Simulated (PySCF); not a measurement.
LiN: one state, many levels of theory

State: ³Σ⁻ (triplet), unpaired electrons π ↑↑. Set-up: PySCF, no relativity, basis sets Li 3-21G, N 3-21G. De refers to Li + N in their high-spin ground configurations, without counterpoise correction. The functionals are run spin-unrestricted. A positive dipole means Li(−)N(+). Levels whose curve was spin-contaminated or gave no clean fit are not listed.

| Level | Re (Å) | ωe (cm⁻¹) | De (eV) | μ (D) |
| --- | --- | --- | --- | --- |
| ROHF | 1.868 | 754 | -0.335 | -6.87 |
| ROHF-MP2 | 1.894 | 709 | 0.54 | n/a |
| ROHF-SCS-MP2 | 1.899 | 698 | 0.59 | n/a |
| ROHF-CCSD | 1.928 | 622 | 0.73 | n/a |
| ROHF-CCSD(T) | 1.939 | 600 | 0.78 | n/a |
| LDA | 1.895 | 656 | 1.98 | -4.37 |
| PBE | 1.908 | 642 | 1.79 | -4.50 |
| B3LYP | 1.884 | 678 | 1.68 | -5.19 |
| PBE0 | 1.885 | 674 | 1.44 | -5.56 |
| CAM-B3LYP | 1.863 | 720 | 1.62 | -5.73 |
| B2PLYP | 1.890 | 692 | 1.32 | -5.90 |

The bond length runs from 1.863 Å (CAM-B3LYP) to 1.939 Å (ROHF-CCSD(T)). De spans -0.34 eV (ROHF, mean field) to 1.98 eV (LDA, local density). Correlation at CCSD(T) changes the Hartree–Fock bond energy by +1.12 eV; the triples alone change it by +0.05 eV.

Correlated steps freeze 1 core orbital. B2PLYP dipoles, levels and charges come from its SCF part alone. The CCSD T1 diagnostic is raised, a sign that a single reference may not be enough here. 3-21G is very small, so such numbers show the basis as much as the molecule. A negative De means that the minimum lies above the separated atoms at that level. The state was picked by a PBE0 search and need not be the measured ground state.
